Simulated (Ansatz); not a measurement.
# Solid chlorine

Method: LDA (Ansatz, a program for electronic structure, PAW).

Run with plane-wave cutoff 520 eV, 6×6×4 k mesh (along the axes of the cell as run), scalar-relativistic PAW data made under PBE.

Cell (relaxed at this level):

```xyz
4
Lattice="3.0937 -1.8569 0.0000 3.0937 1.8569 0.0000 0.0000 0.0000 7.7941" Properties=species:S:1:pos:R:3 pbc="T T T"
Cl     3.0937     1.3461     6.9096
Cl     3.0937     0.5109     3.0125
Cl     3.0937    -0.5109     4.7815
Cl     3.0937    -1.3461     0.8845
```

For solid chlorine, the elastic constant C11 is 22.9 GPa and the elastic constant C12 is 8.42 GPa. The elastic constant C13 comes out as 1.73 GPa and the elastic constant C33 is 65.1 GPa. The elastic constant C44 is 34.2 GPa. The elastic constant C66 is 7.90 GPa. The voigt–Reuss–Hill bulk modulus comes out as 19.7 GPa and the voigt–Reuss–Hill shear modulus (Hill average) comes out as 11.1 GPa. The Young modulus is 28.1 GPa and the Poisson ratio comes out as 0.262.

Elastic constants are with the ions relaxed.

Static lattice: no zero-point or thermal effects.

Computing time: very roughly 6 core-minutes.
